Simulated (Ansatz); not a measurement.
`[H]/N=C/C#C`: measurement beside calculation (Ansatz, PBE0-D4/def2-TZVP geometry).

```xyz
7

H    -1.884    1.507    0.629
N    -1.392    0.944   -0.064
C    -0.371    0.405    0.461
C     0.502   -0.441   -0.289
C     1.277   -1.161   -0.860
H    -0.081    0.541    1.509
H     1.950   -1.796   -1.386
```

Measured: 63099.2207 ± 0.0022 MHz (A, ground vibrational state, S-reduction, E isomer, main isotopologue, millimetre-wave rotational spectroscopy); 4766.557614 ± 5.5e-05 MHz (B, ground vibrational state, S-reduction, E isomer, main isotopologue, millimetre-wave rotational spectroscopy); 4425.560983 ± 5.8e-05 MHz (C, ground vibrational state, S-reduction, E isomer, main isotopologue, millimetre-wave rotational spectroscopy). Source: Propargylimine in the laboratory and in space: millimetre-wave spectroscopy and first detection in the ISM, 2020 (arxiv:2006.08401).

| constant | measured (MHz) | computed (MHz) | error (%) |
| --- | --- | --- | --- |
| A | 63099 | 64826 | 2.7 |
| B | 4767 | 4793 | 0.6 |
| C | 4426 | 4463 | 0.9 |

Computed constants are equilibrium values for the main isotopes; measured ground-state ones include zero-point motion, which usually lowers them by up to about 1 %.
